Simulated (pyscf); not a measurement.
# Addition across a multiple bond or ene-type step: O=Nb(=O)–Cl + ammonia (NH₃) → H₂N–Nb(=O)(OH)–Cl

Gas phase, singlet surface, charge 0. Bonds broken: N5–H6. Bonds formed: O1–H6, Nb2–N5. PySCF, gas phase, ωB97X-D3(BJ)/def2-SVP geometries.

Transition state (Å):

```xyz
8

O     -0.5792     0.5042     1.1170
Nb    -1.5451    -0.5792     0.0474
O     -1.4247    -2.1788     0.5774
Cl    -3.6985     0.0779    -0.5394
N      0.0324     0.0653    -1.2237
H      0.0444     0.6003     0.0534
H      0.8193    -0.5348    -1.4652
H     -0.1484     0.7127    -1.9906
```

One imaginary mode, 1802i cm⁻¹; descent along it reached the two sides named, in the forms told below.

```
bond    change  reactant side (Å)  saddle  product side
------  ------  -----------------  ------  ------------
N5–H6   breaks              1.023   1.385           3.9
O1–H6    forms                3.1   1.237         0.963
Nb2–N5   forms              2.272   2.126         1.953
```

Electronic energies relative to the separated reactants (eV):

```json
[
 {"level": "ωB97X-D3(BJ)/def2-TZVP", "barrier": "-0.85", "reaction energy": "-2.77", "reverse barrier": "1.92"},
 {"level": "PBE/def2-TZVP", "barrier": "-0.78", "reaction energy": "-2.45", "reverse barrier": "1.68"},
 {"level": "r²SCAN/def2-TZVP", "barrier": "-0.86", "reaction energy": "-2.65", "reverse barrier": "1.80"},
 {"level": "B3LYP-D3(BJ)/def2-TZVP", "barrier": "-0.77", "reaction energy": "-2.68", "reverse barrier": "1.91"},
 {"level": "PBE0-D3(BJ)/def2-TZVP", "barrier": "-0.86", "reaction energy": "-2.69", "reverse barrier": "1.83"},
 {"level": "M06-2X/def2-TZVP", "barrier": "-0.85", "reaction energy": "-2.81", "reverse barrier": "1.96"},
 {"level": "ωB97M-D3(BJ)/def2-TZVP", "barrier": "-0.73", "reaction energy": "-2.65", "reverse barrier": "1.92"},
 {"level": "HF/def2-TZVP", "barrier": "-0.41", "reaction energy": "-2.86", "reverse barrier": "2.45"}
]
```

With ωB97M-D3(BJ)/def2-TZVP energies and thermal terms (ideal gas, 1 atm, RRHO with modes under 100 cm⁻¹ raised to 100, one conformer, R ln 2 for chiral ones without a mode under 150 cm⁻¹), in eV:

```json
[
 {"T (K)": "298", "ΔH‡": "-0.82", "ΔG‡": "-0.33", "ΔH": "-2.63", "ΔG": "-2.17"},
 {"T (K)": "600", "ΔH‡": "-0.80", "ΔG‡": "0.15", "ΔH": "-2.57", "ΔG": "-1.73"},
 {"T (K)": "900", "ΔH‡": "-0.76", "ΔG‡": "0.62", "ΔH": "-2.51", "ΔG": "-1.33"},
 {"T (K)": "1200", "ΔH‡": "-0.72", "ΔG‡": "1.07", "ΔH": "-2.45", "ΔG": "-0.94"}
]
```

On the reactant side the descent ends in an adduct with a N–Nb contact, 2.23 eV under the separated species and 1.39 eV under the saddle at ωB97X-D3(BJ)/def2-TZVP. At ωB97X-D3(BJ)/def2-TZVP, PBE, r²SCAN, B3LYP-D3(BJ), PBE0-D3(BJ), M06-2X, ωB97M-D3(BJ)/def2-TZVP, HF the saddle lies under the separated reactants, which points to a path from their complex (located at ωB97X-D3(BJ) alone). What is counted as formed (N–Nb) is already present as a longer contact in the reactant adduct; forming that adduct is a step of its own. At the saddle there is also a short H–Nb contact that neither side keeps. This is the saddle that the search found; another between the same sides may lie lower. Elements past Kr carry the def2 core potentials, without spin-orbit coupling.
